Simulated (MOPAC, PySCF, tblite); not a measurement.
Potential energy surface of AlF3, singlet: umbrella (inversion) coordinate, bond length relaxed. Scanned: angle between the Al-F bonds and the threefold axis (90 = planar). Other coordinates (Al-F bond length) were minimised at B3LYP/def2-TZVP. Each profile is relative to its own lowest point.

```json
[
 {"a / °": "90", "A": "0.0", "B": "0.0", "C": "0.0"},
 {"a / °": "93", "A": "0.5", "B": "0.5", "C": "0.5"},
 {"a / °": "96", "A": "2.0", "B": "1.9", "C": "1.9"},
 {"a / °": "99", "A": "4.5", "B": "4.2", "C": "4.4"},
 {"a / °": "102", "A": "7.9", "B": "7.4", "C": "7.8"},
 {"a / °": "105", "A": "12.3", "B": "11.7", "C": "12.3"},
 {"a / °": "108", "A": "17.5", "B": "16.9", "C": "17.8"},
 {"a / °": "111", "A": "23.7", "B": "23.2", "C": "24.5"},
 {"a / °": "114", "A": "30.7", "B": "30.6", "C": "32.5"},
 {"a / °": "117", "A": "38.6", "B": "39.1", "C": "41.9"},
 {"a / °": "120", "A": "47.4", "B": "48.7", "C": "52.8"},
 {"a / °": "123", "A": "57.4", "B": "59.7", "C": "65.4"},
 {"a / °": "126", "A": "68.6", "B": "72.1", "C": "80.2"},
 {"a / °": "129", "A": "81.5", "B": "86.4", "C": "97.4"},
 {"a / °": "132", "A": "96.6", "B": "103.6", "C": "117.8"}
]
```

Energies in kcal/mol.

Match the curves with the methods GFN2-xTB, 300 K electronic temperature run with tblite; PBE0/cc-pVDZ in PySCF; PM6, restricted, heats of formation (MOPAC).

A is GFN2-xTB; B is PM6; C is PBE0.
